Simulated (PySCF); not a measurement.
C₂H₅O₂S (charge -1).
Numbering: `[CH3:1][CH2:2][S@@:3](=[O:4])[O-:5]` (hydrogens: H6, H7, H8 on C1; H9, H10 on C2)

Theory: PySCF, PBE0-D3(BJ)/def2-SVP geometry optimisation, gas phase.

Question: Give the optimised bond lengths and angles.

Answer: 
```tsv
bond	length (Å)
C1–C2	1.510
C2–S3	1.892
S3=O4, S3–O5	1.520
C1–H6, C1–H7, C1–H8	1.103
C2–H9	1.104
C2–H10	1.104
```

Bonds in one row agree within 0.01 Å and their mean is given. A selection of angles:
```tsv
angle	degrees
C2–C1–H6	113.9
C2–C1–H7	108.2
H6–C1–H7	109.7
H7–C1–H8	107.0
C1–C2–S3	107.6
C1–C2–H9	112.9
C1–C2–H10	112.9
S3–C2–H9	107.0
S3–C2–H10	106.8
H9–C2–H10	109.3
C2–S3–O4	99.7
O4–S3–O5	113.6
```

Torsions: C1–C2–S3–O4 -59° (synclinal).

Of the pairs four or more bonds apart, O5···H7 is among the closest relative to their van der Waals radii: 2.49 Å, 91 % of the sum of Bondi's values. S3 (sulfur bonded to C and 2 O) is pyramidal (angles 113.6°, 99.9° and 99.7°, sum 313.3°, 0.65 Å off the plane of its three neighbours).

Point group: Cs (every atom within 0.08 Å of its image). No PBE0-D3(BJ)/def2-SVP frequencies stand behind this structure, so it isn't proved a minimum.

One conformer stands for the species.
